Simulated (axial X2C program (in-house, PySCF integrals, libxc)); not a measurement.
How long does CF take?

A bond scan computed with an in-house all-electron X2C program for linear molecules (integrals from PySCF). Basis: F dyall-av3z [7s6p3d2f], C dyall-v3z [7s6p2d1f] (cores contracted in-house).

The run was started with this input:
```json
{"zs": [9, 6], "q": 0, "bas": ["dyall-av3z", "dyall-v3z"], "levels": ["PBE0", "HF", "PBE"], "cc": true, "r0": 1.39, "thr": -2.0, "nmax": 90, "npts": 10, "nst": 2, "ntry": 6}
```
```bash
python so2c.py task.json out
```

Keys: zs atomic numbers; q charge; bas basis sets; levels methods; cc coupled cluster on or off; r0 starting distance in Å; thr threshold in hartree for freezing inner shells (an s shell follows its p shell); nmax most natural virtual spinors; npts points on the curve; nst determinants followed; ntry starts of the search. HF also brings MP2.

Hardware: 1 thread of Arm Neoverse V2, on a shared host.

Wall time of one point of each curve, integrals apart:

```
Hamiltonian                                level  points  seconds a point
  spin-free                                 PBE0      10             0.11
  spin-free  CCSD(T) (11 electrons, 90 virtuals)       7              2.7
  spin-free                                  PBE      10            0.097
         2c                                 PBE0      10             0.12
         2c                                   HF      10            0.061
         2c  CCSD(T) (11 electrons, 90 virtuals)       7              2.9
         2c                                  PBE      10              0.1
```

The rest:

Search with its distance optimisation 2.8 s, atoms 3.7 s, whole task 53 s. Coupled cluster runs on the points near the minimum only. The program drops outer points, and coupled cluster, when its time limit (not in the input) nears; MP2, further determinants and curves that did not converge are not in the table.
